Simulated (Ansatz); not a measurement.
**C₅H₇N: small, medium and large basis sets**

The task here is to estimate one member of a computed series from the others.

Program: Ansatz 0.2.0, Gaussian basis. Level of theory: one geometry, several basis sets. These are calculated values, not measurements.

The runs, in order: PBE0-D4/def2-SVP; ωB97M-V/def2-SVP; PBE0-D4/def2-QZVPP; ωB97M-V/def2-QZVPP; the functionals' def2-TZVPP values are taken from earlier runs.

## The geometry

An earlier PBE0-D4 in a triple-zeta def2 set relaxation fixed the geometry.

13 atoms, charge 0, spin multiplicity 1.

Atoms are counted from 1 here; the program's logs count them from 0.

Bond lengths: C1–C2 1.490 Å, C1–H7 1.094 Å, C1–H8 1.094 Å, C1–H9 1.092 Å, C2–C3 1.421 Å, C2–C6 1.373 Å, C3–C4 1.371 Å, C3–H10 1.080 Å, C4–N5 1.361 Å, C4–H11 1.078 Å, N5–C6 1.366 Å, N5–H12 1.003 Å, C6–H13 1.079 Å. Angles: C2–C1–H7 111.6°, C2–C1–H8 111.5°, C2–C1–H9 111.1°, H7–C1–H8 107.2°, H7–C1–H9 107.6°, H8–C1–H9 107.6°, C1–C2–C3 127.0°, C1–C2–C6 126.6°, C3–C2–C6 106.5°, C2–C3–C4 107.8°, C2–C3–H10 126.5°, C4–C3–H10 125.7°, C3–C4–N5 107.7°, C3–C4–H11 130.9°, N5–C4–H11 121.4°, C4–N5–C6 109.7°, C4–N5–H12 125.2°, C6–N5–H12 125.1° and more.

Set-up of the first run:

Input file in.yaml:

```yaml
crystal:
  periodic: [false, false, false]
  atoms:
    - {symbol: C, position_ang: [-0.454894, -0.682612, 1.762278]}
    - {symbol: C, position_ang: [-0.106634, -0.158528, 0.411832]}
    - {symbol: C, position_ang: [0.548152, -0.862178, -0.634751]}
    - {symbol: C, position_ang: [0.671011, -0.009551, -1.700779]}
    - {symbol: N, position_ang: [0.117623, 1.181878, -1.343245]}
    - {symbol: C, position_ang: [-0.357731, 1.103752, -0.065264]}
    - {symbol: H, position_ang: [0.435518, -1.004048, 2.310505]}
    - {symbol: H, position_ang: [-1.123587, -1.545951, 1.698002]}
    - {symbol: H, position_ang: [-0.955566, 0.079477, 2.362737]}
    - {symbol: H, position_ang: [0.891153, -1.885372, -0.604186]}
    - {symbol: H, position_ang: [1.105410, -0.157048, -2.676421]}
    - {symbol: H, position_ang: [0.065962, 1.993857, -1.929321]}
    - {symbol: H, position_ang: [-0.836418, 1.946337, 0.408603]}
basis:
  gaussian: {orbitals: def2-SVP}
hamiltonian: {xc: pbe0, dispersion: d4}
output: {orbitals: {seedname: orbitals}}
```

On the command line:

```console
$ ansatz run in.yaml --threads 4 --pin off --events-out ev --progress --plain --max-ram 10444MiB
```

Steps of the session up to this table: PBE0-D4 in def2-SVP; ωB97M-V in def2-SVP; PBE0-D4 in def2-QZVPP; ωB97M-V in def2-QZVPP.

One table of the session follows, with a row left open; its other results are not shown here.

It belongs to the step «Density functionals: the series». 

| functional | basis | HOMO (eV) | LUMO (eV) |
| --- | --- | --- | --- |
| PBE0-D4 | def2-SVP | -5.87 | 1.45 |
| PBE0-D4 | def2-TZVPP | -5.95 | 1.16 |
| PBE0-D4 | def2-QZVPP | -5.98 | 0.61 |
| ωB97M-V | def2-SVP | -8.02 | 3.48 |
| ωB97M-V | def2-TZVPP | ? | ? |
| ωB97M-V | def2-QZVPP | -8.12 | 1.54 |

**Question.** Estimate the row for ωB97M-V, def2-TZVPP.

As computed: HOMO (eV): -8.09; LUMO (eV): 2.50. In the column «HOMO (eV)» it lies between ωB97M-V, def2-QZVPP (-8.12) and ωB97M-V, def2-SVP (-8.02).
